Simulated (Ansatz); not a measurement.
Two structures of AlNH$_{4}$O, singlet, reached by relaxing down either side of one saddle point (PBE0-D4/def2-TZVP). Energies are electronic, without zero-point energy. Ansatz 0.2.0; basis: def2-TZVPP and def2-QZVPP; cores frozen in the correlated methods. Extrapolation: Hartree–Fock as exp(−7.88 √X), correlation as X^−2.97. First:

| atom | x (Å) | y (Å) | z (Å) |
| --- | --- | --- | --- |
| Al1 | -0.2268 | 0.4060 | 0.2209 |
| N2 | 0.5402 | -1.1741 | 0.3401 |
| H3 | -0.7480 | 1.1517 | 1.5119 |
| O4 | -0.3720 | 1.0715 | -1.3342 |
| H5 | 0.6842 | -1.6717 | 1.2028 |
| H6 | 0.8947 | -1.7050 | -0.4384 |
| H7 | -0.7721 | 1.9217 | -1.5032 |

Second:

```tsv
atom	x (Å)	y (Å)	z (Å)
Al1	-1.2867	0.7811	0.1774
N2	0.3186	-0.6492	0.7337
H3	0.8593	-0.3952	1.5537
O4	-0.2781	0.9268	-1.2552
H5	0.0212	-1.6130	0.8434
H6	0.9065	-0.5711	-0.0936
H7	-0.5407	1.5206	-1.9592
```

**Question.** Which bonds change from the first to the second?

**Answer.** AlNH₄O ([NH2][AlH][OH]) → AlHO ([OH][Al]) + NH₃ (still joined by a long Al–N bond); bonds formed: N2–H3; bonds broken: Al1–H3; bonds weakened to dative contacts: Al1–N2.

**Question.** Give the saddle point's structure and its height above each. (An estimate is asked for; the value comes from the calculation.)

**Answer.** By the calculation: 69.18 kcal/mol above the first and 43.40 kcal/mol above the second (CCSD(T) at an estimated basis limit (MP2 extrapolated from triple and quadruple zeta, plus CCSD(T) − MP2 in triple zeta)).
Al1  (-0.717, 0.550, 0.127)
N2  (0.420, -0.901, 0.499)
H3  (0.241, 0.199, 1.497)
O4  (-0.454, 1.097, -1.470)
H5  (0.048, -1.633, 1.096)
H6  (1.286, -1.224, 0.062)
H7  (-0.822, 1.911, -1.810)
(Å)

No T1 diagnostic of these runs exceeds 0.016. The restricted Hartree–Fock reference is unstable towards an unrestricted one at one or more of these structures. A large double-excitation amplitude points to some diradical character; no triplet was computed.

Labels in which every atom is bracketed show which atoms are joined, not bond orders.

For scale, one of the runs: CCSD(T)/def2-TZVPP, 160 basis functions, launched by `ansatz run in.yaml --threads 2 --pin off --events-out ev --progress --plain --max-ram 4352MiB`. Hardware: 2 CPU threads of an Arm Neoverse V2, shared host. Wall time 18 s; peak host memory 1.2 GiB.
